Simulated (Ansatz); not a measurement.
Basis-set extrapolation for C3H6Cl2 (`CC(Cl)CCl`) (PBE0-D4/def2-TZVP geometry, frozen core, Ansatz 0.2.0). Multiplicity 1, RHF reference.

```json
{"": "HF", "def2-TZVPP": "-1036.172745", "def2-QZVPP": "-1036.203647"}
{"": "MP2 correlation", "def2-TZVPP": "-0.903407", "def2-QZVPP": "-0.975955"}
{"": "CCSD(T) correlation", "def2-TZVPP": "-1.003297", "def2-QZVPP": "not run"}
```

Energies in hartree. Use E(X) = E(∞) + A·exp(−7.88·√X) for Hartree–Fock and E(X) = E(∞) + B·X^(−2.97) for correlation, with X = 3 and 4, and add CCSD(T) minus MP2 of the smaller set to the MP2 limit.

Q: What is the CCSD(T) energy at the basis-set limit?

A: HF limit: -1036.203647 + (-0.030902) × 0.13774 = -1036.20790. MP2 limit: -0.975955 + (-0.072548) × 0.74074 = -1.02969. Higher-order term: -1.003297 − (-0.903407) = -0.09989. Total: -1037.33748 hartree, 101.3 kcal/mol below CCSD(T)/def2-TZVPP.
